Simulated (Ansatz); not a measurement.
`COC(F)CCl` and `COCF` differ in one atom or group.

Ansatz, PBE0-D4/def2-TZVP geometries, multiplicity 1. Each molecule was computed in one conformer, which needn't be the lowest.

```json
{"property": "size of the dipole moment (ωB97M-V/def2-TZVPP) / D", "`COC(F)CCl`": "1.26"}
{"property": "size of the dipole moment (PBE/def2-TZVPP) / D", "`COC(F)CCl`": "1.22"}
{"property": "HOMO–LUMO gap (ωB97M-V/def2-TZVPP) / eV", "`COC(F)CCl`": "13.59"}
{"property": "LUMO energy (B3LYP/def2-TZVPP) / eV", "`COC(F)CCl`": "0.43"}
{"property": "LUMO energy (PBE/def2-TZVPP) / eV", "`COC(F)CCl`": "-0.42"}
{"property": "HOMO–LUMO gap (PBE0/def2-TZVPP) / eV", "`COC(F)CCl`": "9.23"}
```

What does the change do to each property? (Estimate.)

Ansatz gave: 
```tsv
property	`COCF`	shift
size of the dipole moment (ωB97M-V/def2-TZVPP) / D	1.69	0.43
size of the dipole moment (PBE/def2-TZVPP) / D	1.58	0.36
HOMO–LUMO gap (ωB97M-V/def2-TZVPP) / eV	13.91	0.32
LUMO energy (B3LYP/def2-TZVPP) / eV	1.18	0.75
LUMO energy (PBE/def2-TZVPP) / eV	0.73	1.15
HOMO–LUMO gap (PBE0/def2-TZVPP) / eV	10.00	0.77
```

With PBE0 the HOMO rises by 0.06 eV and the LUMO rises by 0.83 eV, so the gap widens by about 0.77 eV. PBE moves the HOMO by 0.12 eV and ωB97M-V by -0.02 eV. Dipoles are sizes alone; their direction can turn.

B3LYP here is the variant with VWN-RPA as its local correlation; programs differ in this.
